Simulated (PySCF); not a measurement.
## Reproducing measurements on ethenone

**Measured values to compare with.**

From NIST CCCBDB Release 22 (SRD 101), experimental dipoles, for the gas: dipole moment (microwave Stark effect) 1.42 D.

NIST CCCBDB Release 22 (SRD 101), experimental polarizabilities lists, for the gas: mean polarisability 4.4 Å³.

The runs below try to reproduce these values; the comparison stands at the end.

Ethenone, C2H2O.
SMILES with atom numbers: `[CH2:1]=[C:2]=[O:3]` (hydrogens: H4, H5 on C1)

Structure used (GFN2-xTB), in Å, numbered top down from 1:
```xyz
5
C2H2O angstrom
C     -0.501    0.015    0.150
C      0.731   -0.020   -0.227
O      1.841   -0.053   -0.566
H     -1.111   -0.866    0.135
H     -0.951    0.927    0.490
```

Runs made with PySCF (gas phase, on this GFN2-xTB geometry; no spin–orbit coupling):

```json
{"level": "PBE0/pcSseg-1", "job": "shieldings, charges and field gradients", "basis functions": "61"}
{"level": "CAM-B3LYP/def2-SVPD", "job": "8 singlets by full TDDFT, 3 Tamm–Dancoff triplets, polarisability", "basis functions": "79"}
{"level": "PBE0/def2-SVPD", "job": "6 singlets by full TDDFT, 2 Tamm–Dancoff triplets, polarisability", "basis functions": "79"}
{"level": "B3LYP/pcJ-1", "job": "spin–spin couplings from 5 perturbed nuclei", "basis functions": "101"}
{"level": "PBE0/6-311G**, energy threshold 1e-06 Eh", "job": "spin–spin couplings from 5 perturbed nuclei", "basis functions": "66"}
{"level": "OPBE/Sadlej pVTZ, start guess huckel", "job": "spin–spin couplings from 5 perturbed nuclei", "basis functions": "90"}
```

All basis functions are spherical.

Results beside the measurements:

**Dipole moment.** Measured: 1.42 D (NIST CCCBDB Release 22 (SRD 101), experimental dipoles).

```json
{"level": "PBE0/pcSseg-1", "computed (D)": "1.59", "computed − measured (D)": "+0.17", "% (from the printed values)": "+12"}
{"level": "CAM-B3LYP/def2-SVPD", "computed (D)": "1.71", "computed − measured (D)": "+0.29", "% (from the printed values)": "+20"}
{"level": "PBE0/def2-SVPD", "computed (D)": "1.67", "computed − measured (D)": "+0.25", "% (from the printed values)": "+18"}
{"level": "B3LYP/pcJ-1", "computed (D)": "1.61", "computed − measured (D)": "+0.19", "% (from the printed values)": "+13"}
{"level": "PBE0/6-311G**", "computed (D)": "1.53", "computed − measured (D)": "+0.11", "% (from the printed values)": "+8"}
{"level": "OPBE/Sadlej pVTZ", "computed (D)": "1.48", "computed − measured (D)": "+0.06", "% (from the printed values)": "+4"}
```

Closest is OPBE/Sadlej pVTZ (+0.06 D), furthest CAM-B3LYP/def2-SVPD (+0.29 D); one molecule doesn't rank methods. All 6 levels lie above the measurement. The computed dipoles belong to one fixed geometry; measured ones are averaged over vibrations unless marked μe. Magnitudes are compared, not signs.

**Mean polarisability.** Measured: 4.4 Å³ (NIST CCCBDB Release 22 (SRD 101), experimental polarizabilities).

```
              level  computed (Å³)  computed − measured (Å³)  % (from the printed values)
CAM-B3LYP/def2-SVPD           4.06                     -0.34                           -8
     PBE0/def2-SVPD           4.04                     -0.36                           -8
```

Closest is CAM-B3LYP/def2-SVPD (-0.34 Å³), furthest PBE0/def2-SVPD (-0.36 Å³); one molecule doesn't rank methods. The computed values are static and purely electronic, with core orbitals frozen in the response (1 au = 0.148185 Å³). The table of measured values doesn't say here whether a value is static or optical, or holds a vibrational part.

No measured geometry was used, and the causes of the misses weren't examined.
